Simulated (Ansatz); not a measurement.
The first iterations of a band of BH3O2 (6 atoms, charge 0, multiplicity 1).

Theory: Ansatz, RKS r2SCAN-D4/6-31G*.

```json
{"movable images": "5", "climbing image": "yes", "spring": "5.0 eV/Å²", "optimiser": "quadratic models (default)", "start path": "through a guess of the saddle point", "force threshold": "0.03 eV/Å", "iteration limit": "60", "end points": "relaxed"}
```

Image 0:

```xyz
6
Properties=species:S:1:pos:R:3
B 0.202 -0.301 0.100
H 0.075 -0.322 1.302
O 1.431 -0.321 -0.490
H 2.132 -0.353 0.173
O -0.875 -0.256 -0.733
H -1.700 -0.245 -0.231
```

Image 6:

```xyz
6
Properties=species:S:1:pos:R:3
B -0.734 -0.524 0.417
H 1.290 -0.108 0.900
O 2.039 0.127 0.315
H 2.321 -0.739 -0.017
O -1.344 -0.235 -0.701
H -2.307 -0.319 -0.794
```

| iteration | highest image above the first end (eV) | largest band force component (eV/Å) |
| --- | --- | --- |
| 1 | 5.753 | 18.333 |
| 2 | 5.069 | 2.583 |
| 3 | 4.898 | 2.030 |
| 4 | 4.758 | 1.215 |
| 5 | 4.568 | 1.128 |
| 6 | 4.677 | 3.427 |
| 7 | 4.475 | 0.519 |
| 8 | 4.426 | 0.762 |
| 9 | 4.697 | 1.555 |
| 10 | 4.713 | 1.054 |
| 11 | 4.686 | 0.509 |

Q: Does the band converge within its limit, and where does its top end?

A: The forces met the threshold. It ended after 34 iterations with the highest image 4.666 eV above the first end. The profile has 2 maxima (images 1, 4) with wells between them (image 2): this band takes more than one step, which may be the mechanism or a detour left from its start path. Neighbouring images differ by up to 3.2 eV, so the band resolves the path poorly. A vibrational analysis at the climbing image gives one clearly imaginary mode, 1120i cm⁻¹: a first-order saddle point. The orbitals stay closed-shell, which can raise the energy where a bond breaks towards radicals; this wasn't checked here.

Run time: 4.2 min on 1 thread of Intel(R) Xeon(R) Platinum 8259CL CPU @ 2.50GHz (Skylake/Cascade Lake), with other jobs on the host, peak memory 0.12 GiB.
